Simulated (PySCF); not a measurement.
Two structures of CH7ClSi, closed shell, reached by relaxing down either side of one saddle point (PBE0-D4/def2-TZVP). Energies are electronic, without zero-point energy. PySCF 2.14 with density fitting (its default auxiliary sets; JK sets also for MP2 and CCSD(T)); basis: def2-TZVPP and def2-QZVPP; cores frozen in the correlated methods. Extrapolation: Hartree–Fock as exp(−7.88 √X), correlation as X^−2.97. First:

```csv
atom,x (Å),y (Å),z (Å)
Si1,-0.3286,-0.8734,-0.3773
Cl2,1.6855,-1.1017,-0.7634
H3,-1.0449,-1.8890,-1.1866
H4,-0.5328,-1.1544,1.0643
C5,-0.8543,0.8509,-0.8214
H6,2.0865,0.1661,2.0583
H7,1.9498,0.4043,2.7527
H8,-0.3055,1.5865,-0.2297
H9,-1.9228,0.9785,-0.6264
H10,-0.6701,1.0511,-1.8789
```

Second:

```
atom    x (Å)    y (Å)    z (Å)
 Si1  -0.4803  -0.5431   0.7882
 Cl2   2.7488  -0.5089  -1.5527
  H3  -0.9121  -1.8266   0.1760
  H4  -1.1795  -0.3685   2.0880
  C5  -0.7839   0.8985  -0.3574
  H6   2.1891  -0.6080  -0.3997
  H7   0.9799  -0.6650   1.0922
  H8  -0.4580   1.8346   0.1011
  H9  -1.8474   0.9858  -0.5903
 H10  -0.2378   0.7688  -1.2942
```

(1) Which bonds change from the first to the second?

(2) Give the saddle point's structure and its height above each. (Judge from chemistry; the value comes from the calculation.)

No T1 diagnostic of these runs exceeds 0.011.

Answers

(1) CH₅ClSi ([CH3][SiH2][Cl]) + H₂ → CH₆Si ([CH3][SiH3]) + HCl; bonds formed: Si1–H7, Cl2–H6; bonds broken: Si1–Cl2, H6–H7.

(2) The calculation gives: 54.75 kcal/mol above the first and 36.04 kcal/mol above the second (CCSD(T) at an estimated basis limit (MP2 extrapolated from triple and quadruple zeta, plus CCSD(T) − MP2 in triple zeta)).
```xyz
10
angstrom
Si -0.1789 -0.6002 0.3153
Cl 2.0125 -0.5480 -0.9588
H -0.3057 -1.9705 -0.2117
H -0.9674 -0.6087 1.5924
C -0.7262 0.9097 -0.6047
H 1.5759 -0.4387 0.7327
H 1.0798 -0.4116 1.4694
H -0.1709 1.7785 -0.2434
H -1.7901 1.0817 -0.4206
H -0.5289 0.8076 -1.6706
```

Labels in which every atom is bracketed show which atoms are joined, not bond orders.

For scale, one of the runs: CCSD(T)/def2-TZVPP, 213 basis functions, launched by `OMP_NUM_THREADS=4 python run.py`. Time: 6.6 min of wall clock on 4 CPU threads of an Arm Neoverse V2; the host was shared. Peak host memory: 2.7 GiB.
